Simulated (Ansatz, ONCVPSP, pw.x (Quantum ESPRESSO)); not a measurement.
What a changed setting does to a pw.x run (fcc H)

Potential: optimised norm-conserving Vanderbilt (ONCV), ONCVPSP 4.0.1.1 (patched build), PBEsol; core none, reference 1s1; waves: 1s: rc 1.00 bohr, ncon 3, nbas 6, qcut 6.1 1/bohr, 2 projectors, debl 1 Ha; p scattering state at 0.33 Ha: rc 0.95 bohr, ncon 3, nbas 6, qcut 9.9 1/bohr, 2 projectors, debl 1.3 Ha; local part: polynomial inside 0.70 bohr (lpopt 5, dvloc0 6 Ha); core correction: none.

The reference run (k-mesh 18³, cutoffs 95/380 Ry, Fermi–Dirac 0.01 Ry, mixing_beta 0.4, conv_thr 1e-9, no spin) gives -0.77 GPa at 2.917 Å³/atom, where all-electron LAPW gives -0.10 GPa. This run, with its own iteration cap, changes conv_thr to 1e-12.

```
&control
  calculation='scf', prefix='x', pseudo_dir='./', outdir='./tmp', tstress=.true., disk_io='none'
/
&system
  ibrav=0, nat=1, ntyp=1, ecutwfc=95, ecutrho=380, nbnd=7,
  occupations='smearing', smearing='fd', degauss=0.01
/
&electrons
  conv_thr=1e-12, mixing_beta=0.4, electron_maxstep=50
/
ATOMIC_SPECIES
H 1.0 H.UPF
CELL_PARAMETERS angstrom
  0.00000000 1.13405855 1.13405855
  1.13405855 0.00000000 1.13405855
  1.13405855 1.13405855 0.00000000
ATOMIC_POSITIONS crystal
H 0.0000 0.0000 0.0000
K_POINTS automatic
18 18 18 0 0 0
```

```bash
pw.x < H.scf.in > H.scf.out
```

Q: How does the run end?

A: It converges in 5 iterations; the free energy moves by +0.0 meV/atom and the pressure by +0.00 GPa. The result is that of the reference run.

```
Message from routine setup:
     using ibrav=0 with symmetry is DISCOURAGED, use correct ibrav instead
     lattice parameter (alat)  =       3.0307  a.u.
     unit-cell volume          =      19.6849 (a.u.)^3
     number of electrons       =         1.00
     number of Kohn-Sham states=            7
     kinetic-energy cutoff     =      95.0000  Ry
     charge density cutoff     =     380.0000  Ry
     scf convergence threshold =      1.0E-12
     Exchange-correlation= PBESOL
     number of k points=   195  Fermi-Dirac smearing, width (Ry)=  0.0100
     iteration #  1     ecut=    95.00 Ry     beta= 0.40
     total energy              =      -1.07165476 Ry
     estimated scf accuracy    <       0.00000637 Ry
     iteration #  2     ecut=    95.00 Ry     beta= 0.40
     total energy              =      -1.07165670 Ry
     estimated scf accuracy    <       0.00000235 Ry
     iteration #  3     ecut=    95.00 Ry     beta= 0.40
     total energy              =      -1.07165673 Ry
     estimated scf accuracy    <          7.5E-11 Ry
     iteration #  4     ecut=    95.00 Ry     beta= 0.40
     total energy              =      -1.07165673 Ry
     estimated scf accuracy    <          6.6E-12 Ry
     iteration #  5     ecut=    95.00 Ry     beta= 0.40
     the Fermi energy is     4.0266 ev
!    total energy              =      -1.07165673 Ry
     estimated scf accuracy    <          7.2E-14 Ry
     smearing contrib. (-TS)   =      -0.00044606 Ry
     The total energy is F=E-TS. E is the sum of the following terms:
     one-electron contribution =       0.64561962 Ry
     hartree contribution      =       0.01646948 Ry
     xc contribution           =      -0.66359991 Ry
     ewald contribution        =      -1.06969985 Ry
     convergence has been achieved in   5 iterations
          total   stress  (Ry/bohr**3)                   (kbar)     P=       -7.65
     Message from routine punch:
     Nothing written, as per user request (disk_io='none')
```

The run took about 2.9 s on one core of a shared host (Intel(R) Xeon(R) Platinum 8375C CPU @ 2.90GHz, 64 threads, 496 GiB, load 25).
